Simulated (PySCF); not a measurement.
**Relatives of hexafluoroethane: C–F bond dissociation enthalpy (kJ/mol), weakest such bond computed**

These are calculated values, M06-2X/def2-TZVP in PySCF (grid level 3) at geometries from PBE0-D3(BJ)/def2-SVP. Enthalpies at 298.15 K use unscaled PBE0-D3(BJ)/def2-SVP harmonic frequencies.

Starting point: hexafluoroethane, `FC(F)(F)C(F)(F)F` (C2F6), 526 (F• + `F[C](F)C(F)(F)F`).

| molecule | value | change | site or products |
| --- | --- | --- | --- |
| trifluoromethylgermane, `F[C](F)(F)[GeH3]` (CH3F3Ge) | 506 | -20 | F• + `F[C](F)[GeH3]` |
| chlorotrifluoromethane, `FC(F)(F)Cl` (CClF3) | 515 | -11 | F• + `F[C](F)Cl` |

Gas phase, one low conformer a species, no spin-orbit coupling; the best conformer of a species may have been missed, which can turn small differences round.

**Question.** How does the value change on going from the starting point to `FC(F)(F)F` (CF4)?

**Answer.** It rises by 20 to 546 (F• + `F[C](F)F`).
